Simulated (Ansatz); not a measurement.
Input file:

```yaml
crystal:
  periodic: [false, false, false]
  atoms:
    - {symbol: C, position_ang: [0.000000, -0.500907, 0.000000]}
    - {symbol: F, position_ang: [0.000000, 0.158336, -1.130366]}
    - {symbol: F, position_ang: [0.000000, 0.158336, 1.130366]}
basis:
  gaussian: {orbitals: cc-pVTZ}
magnetization: {spin_polarized: false, initial_magnetization: 2}
correlation: {method: ccsdt_q, electrons: outside_noble_gas}
```

```sh
$ ansatz run in.yaml --threads 2 --pin off --events-out ev --progress --plain --max-ram 24576MiB --backend cuda --devices 0, --max-vram 18GiB
```

The program prints:

```
1179 factors; integrals over basis functions are off by at most 1.2e-7 eV
mean field evaluation 1: about -6438.6799 eV, gradient 2.5e1 eV
mean field evaluation 2: about -6438.7887 eV, gradient 2.5e1 eV
mean field evaluation 4: about -6440.8426 eV, gradient 4.4e0 eV
mean field evaluation 8: about -6440.9228 eV, gradient 2.6e-1 eV
mean field evaluation 16: about -6438.6780 eV, gradient 2.5e1 eV
mean field -6440.92317097 eV, -236.6995607184 hartree, gradient 1.2e-6 eV, S^2 2.000000; 0 other end points of the search recorded, 0 dependent functions left out
mean field evaluation 32: about -6441.0151 eV, gradient 9.1e-1 eV
3 core orbitals not correlated: weight in the atoms' cores, before any rotation towards them, 1.000 or more for the frozen orbitals, at most 0.000 for the correlated occupied ones
reference -6440.92317097 eV, -236.6995607184 hartree; 10, 8 occupied and 77, 79 virtual orbitals, 1179 factors
second order -16.33638479 eV of doubles, -0.06878040 eV of singles
cycle   1  -16.15871993 eV  change    2.5e-1 eV  update   9.8e-2
cycle   2  -16.80239406 eV  change   -6.4e-1 eV  update   4.9e-2
cycle   3  -17.22294445 eV  change   -4.2e-1 eV  update   2.4e-2
cycle   4  -17.17478445 eV  change    4.8e-2 eV  update   9.4e-3
cycle   5  -17.12689838 eV  change    4.8e-2 eV  update   5.6e-3
cycle   6  -17.13609000 eV  change   -9.2e-3 eV  update   2.2e-3
cycle   7  -17.14615949 eV  change   -1.0e-2 eV  update   1.0e-3
cycle   8  -17.14483593 eV  change    1.3e-3 eV  update   4.0e-4
cycle   9  -17.14325835 eV  change    1.6e-3 eV  update   2.1e-4
cycle  10  -17.14379780 eV  change   -5.4e-4 eV  update   7.5e-5
cycle  11  -17.14363070 eV  change    1.7e-4 eV  update   3.7e-5
cycle  12  -17.14366641 eV  change   -3.6e-5 eV  update   1.5e-5
cycle  13  -17.14368558 eV  change   -1.9e-5 eV  update   5.2e-6
cycle  14  -17.14368665 eV  change   -1.1e-6 eV  update   2.5e-6
cycle  15  -17.14368326 eV  change    3.4e-6 eV  update   1.3e-6
cycle  16  -17.14368419 eV  change   -9.3e-7 eV  update   5.9e-7
perturbative correction -0.01445527 eV, -0.0005312212 hartree
Total energy: -6458.08131042 eV, -237.3301107133 hartree
```

For the same geometry and basis UCCSDT(Q) lies 6.7 meV lower.

Ran on 2 threads of AMD EPYC 7R13 with a shared H100 80 GB, shared host: 6 min wall, 4.7 GiB peak host memory.
